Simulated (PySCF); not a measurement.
Compound: C3H5 (doublet state).
SMILES with atom numbers: `[CH:1]1[CH2:2][CH2:3]1` (hydrogens: H4 on C1; H5, H6 on C2; H7, H8 on C3)

Theory: PySCF 2.14.0, PBE0-D3(BJ)/def2-SVP geometry optimisation, gas phase.

(1) List the bond lengths and angles at this level.

## Answers

(1) 
```
                  bond  length (Å)
          C1–C2, C1–C3       1.463
                 C2–C3       1.523
                 C1–H4       1.090
C2–H5 and 3 like bonds       1.097
```

Bonds in one row agree within 0.01 Å and their mean is given. A selection of angles:
```
   angle  degrees
C2–C1–C3     62.8
C2–C1–H4    133.2
C1–C2–C3     58.6
C1–C2–H5    119.2
C3–C2–H5    118.9
C3–C2–H6    117.2
H5–C2–H6    113.4
```

The 3-membered ring C1–C2–C3 has internal angles of 58.6° to 62.8°. C1 (carbon bonded to 2 C and H) is pyramidal (angles 133.2°, 133.2° and 62.8°, sum 329.2°, 0.37 Å off the plane of its three neighbours). The C–C distances run from 1.463 Å (C1–C2, drawn single) to 1.523 Å (C2–C3, drawn single), a spread of 0.060 Å.

Point group: Cs (tolerance 0.08 Å). Whether it is a minimum is left open (no frequencies). ⟨S²⟩ = 0.754 (exact for a doublet: 0.75).
